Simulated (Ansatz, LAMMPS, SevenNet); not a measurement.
Elastic constant C33 of wurtzite ZnS (high-temperature phase): levels of theory against measurement

Reference value: 141 GPa (measured, temperature not stated, not corrected to a static lattice; as tabulated in Grünwald et al. (2012), arXiv:1201.2992).

| level (code) | value (GPa) | cell (Å³/atom) |
|---|---|---|
| ionic model hamad2002 (shell model, LAMMPS) | 113 | 19.83 |
| SevenNet-l3i5 | 124 | 20.27 |
| PBE (Ansatz) | … | 20.18 |
| r²SCAN (Ansatz) | 152 | 19.59 |
| HSE06 (Ansatz) | 143 | 19.98 |

Task: Complete the blanks.

Result: 
- PBE (Ansatz, a program for electronic structure), value (GPa): 135

Differences against the reference: ionic model hamad2002 -19.9 %, SevenNet-l3i5 -12.1 %, PBE -4.3 %, r²SCAN +7.8 %, HSE06 +1.4 %.

The reference's temperature isn't stated, so close values are not ranked against it.

The measured value isn't corrected to a static lattice, so vibrations enter the comparison. A static lattice is as a rule stiffer than a warm one, by over a tenth in soft solids.  Each level is taken at its own relaxed cell. Cutoffs and k meshes differ between the levels. Ansatz's density-functional and Hartree–Fock values are scalar-relativistic unless marked +SOC, with PAW data made under PBE.

Empirical potentials (ionic model hamad2002) are fitted to chosen data: where that held the value shown, agreement is built in, and what lay outside the fit can be far off. Machine-learned potentials (SevenNet-l3i5) are trained on DFT data: a solid inside that data is no test of them.

Differences are worked out from the printed values.
